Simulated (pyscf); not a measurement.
This saddle point was located with ωB97X-D3(BJ)/def2-SVP in PySCF.

```xyz
11

C     -0.7221     0.9935     0.5898
Zn     0.0407    -1.1959    -1.0976
O      0.2302    -2.2555    -2.5347
H     -1.7451     0.7701     0.2501
H     -0.2532     1.6226    -0.1824
H     -0.8024     1.5996     1.5075
H     -0.1829    -1.9388    -3.3455
C      0.0818    -0.2991     0.8152
H      0.3535    -0.0181     2.3097
H     -0.3963    -1.1744     1.2711
H      1.1781    -0.2748     0.8156
```
Charge 0, spin multiplicity 2.

Surface: doublet, charge 0. Lowest wavenumbers (cm⁻¹): 1477i, 40, 64, 94, 155.

Task: Name the species on either side of this saddle.

Result: ethane (H₃C–CH₃) + [HO–Zn]• ⇌ H₃C–CH₂–Zn–OH + H atom (H•), a substitution at C read from left to right: C–H broken and C–Zn formed. At ωB97M-D3(BJ)/def2-TZVP it lies +56.3 kcal/mol from the left side and +18.2 kcal/mol from the right (each side as separated species at their lowest minima found). The same reactants have a lower exit, to H₃C–Zn–OH + CH₃• (barrier +48.7 kcal/mol at ωB97M-D3(BJ)/def2-TZVP, against +56.3 kcal/mol here). One saddle was located; it need not be the lowest between these sides. The angle at the attacked C is 163°. Elements up to Kr have no core potential and no relativistic terms here.
